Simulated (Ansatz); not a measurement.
This geometry of AlH6N + FH (10 atoms, charge 0, multiplicity 1) is a first-order saddle point.

Level of theory: RKS PBE0/cc-pVDZ in Ansatz.

```xyz
10
Properties=species:S:1:pos:R:3
Al -0.432 -0.050 -1.046
H -0.475 -1.691 -0.168
H 0.696 -0.308 -2.135
H -2.000 0.054 -1.303
H 0.614 0.083 1.162
N 0.207 1.043 0.400
H 0.026 -1.454 0.481
F 0.854 -0.949 1.570
H 0.996 1.647 0.166
H -0.485 1.625 0.873
```

(1) Which two structures does it join? (They come from a converged band through this point; their orientation in space is the band's.)

(2) How far does it lie above each of them?

## Answers

(1) Bonds broken: Al1–H2, H5–N6, H7–F8. Bonds formed: H2–H7, H5–F8. AlH6N + FH becomes AlH4N + FH + H2.

Image 0:

```xyz
10
Properties=species:S:1:pos:R:3
Al -0.526 -0.240 -1.083
H -0.695 -1.579 -0.144
H 0.729 -0.299 -2.076
H -1.915 0.420 -1.533
H 0.661 0.409 1.071
N 0.169 1.021 0.402
H 0.322 -1.603 0.866
F 0.990 -1.365 1.515
H 0.830 1.723 0.069
H -0.566 1.513 0.912
```

Image 6:

```xyz
10
Properties=species:S:1:pos:R:3
Al -0.425 0.094 -1.070
H -0.537 -1.866 -0.261
H 0.671 -0.309 -2.146
H -2.001 -0.010 -1.249
H 0.687 -0.008 1.329
N 0.190 1.140 0.338
H -0.088 -1.618 0.328
F 0.949 -0.856 1.749
H 1.031 1.692 0.167
H -0.479 1.742 0.816
```

(2) 0.77 eV above the first and 0.10 eV above the second. This is the barrier of this one path; another mechanism may lie lower. The orbitals stay closed-shell, which can raise the energy where a bond breaks towards radicals; this wasn't checked here.

Time of the run: 2.4 min on 2 threads of Arm Neoverse V2 (shared host), peak memory 0.14 GiB.
